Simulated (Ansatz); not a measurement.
The input, for Ansatz 0.2.0:

```yaml
crystal:
  periodic: [false, false, false]
  atoms:
    - {symbol: N, position_ang: [0.000000, 0.000000, 0.438252]}
    - {symbol: Mg, position_ang: [0.000000, 0.000000, -2.403115]}
    - {symbol: H, position_ang: [0.000000, 0.000000, 1.964862]}
basis:
  gaussian: {orbitals: 6-31G}
magnetization: {spin_polarized: true, initial_magnetization: 2}
hamiltonian: {xc: {name: B3LYP}}
correlation: {method: ccsd_t, electrons: outside_noble_gas}
```

```sh
$ ansatz run in.yaml --threads 1 --pin off --events-out ev --progress --plain --max-ram 2393MiB
```

Output:

```
296 factors; integrals over basis functions are off by at most 2.6e-4 eV
mean field evaluation 1: about -6936.8226 eV, gradient 3.3e1 eV
mean field evaluation 2: about -6936.8277 eV, gradient 3.3e1 eV
mean field evaluation 4: about -6941.8102 eV, gradient 1.2e1 eV
mean field evaluation 8: about -6944.6911 eV, gradient 7.8e0 eV
mean field evaluation 16: about -6945.2058 eV, gradient 1.5e-2 eV
mean field evaluation 32: about -6943.6138 eV, gradient 1.3e-3 eV
mean field evaluation 64: about -6944.1420 eV, gradient 4.3e0 eV
mean field evaluation 96: about -6875.8580 eV, gradient 3.9e1 eV
mean field -6945.20581934 eV, -255.2316062310 hartree, gradient 9.3e-6 eV, S^2 2.047736; 7 other end points of the search recorded, 0 dependent functions left out
6 core orbitals not correlated: weight in the atoms' cores, before any rotation towards them, 1.000 or more for the frozen orbitals, at most 0.000 for the correlated occupied ones
reference -6924.09620687 eV, -254.4558422815 hartree; 5, 3 occupied and 13, 15 virtual orbitals, 296 factors
second order -2.51511910 eV of doubles, -0.19098415 eV of singles
cycle   1  -3.13884695 eV  change   -4.3e-1 eV  update   8.9e-2
cycle   2  -3.42470303 eV  change   -2.9e-1 eV  update   4.5e-2
cycle   3  -3.48864841 eV  change   -6.4e-2 eV  update   1.8e-2
cycle   4  -3.50142714 eV  change   -1.3e-2 eV  update   1.0e-2
cycle   5  -3.51849021 eV  change   -1.7e-2 eV  update   7.2e-3
cycle   6  -3.52914931 eV  change   -1.1e-2 eV  update   4.5e-3
cycle   7  -3.53038391 eV  change   -1.2e-3 eV  update   2.0e-3
cycle   8  -3.53200172 eV  change   -1.6e-3 eV  update   8.1e-4
cycle   9  -3.53192738 eV  change    7.4e-5 eV  update   4.4e-4
cycle  10  -3.53193545 eV  change   -8.1e-6 eV  update   2.7e-4
cycle  11  -3.53195512 eV  change   -2.0e-5 eV  update   1.8e-4
cycle  12  -3.53206704 eV  change   -1.1e-4 eV  update   1.0e-4
cycle  13  -3.53206540 eV  change    1.6e-6 eV  update   5.0e-5
cycle  14  -3.53202998 eV  change    3.5e-5 eV  update   2.1e-5
cycle  15  -3.53202617 eV  change    3.8e-6 eV  update   1.0e-5
cycle  16  -3.53202969 eV  change   -3.5e-6 eV  update   4.4e-6
perturbative correction -0.05887836 eV, -0.0021637399 hartree
Total energy: -6927.68711492 eV, -254.5878057183 hartree
```

Ran on 1 thread of INTEL XEON PLATINUM 8581C, shared host: 2.3 s wall, 0.18 GiB peak host memory.
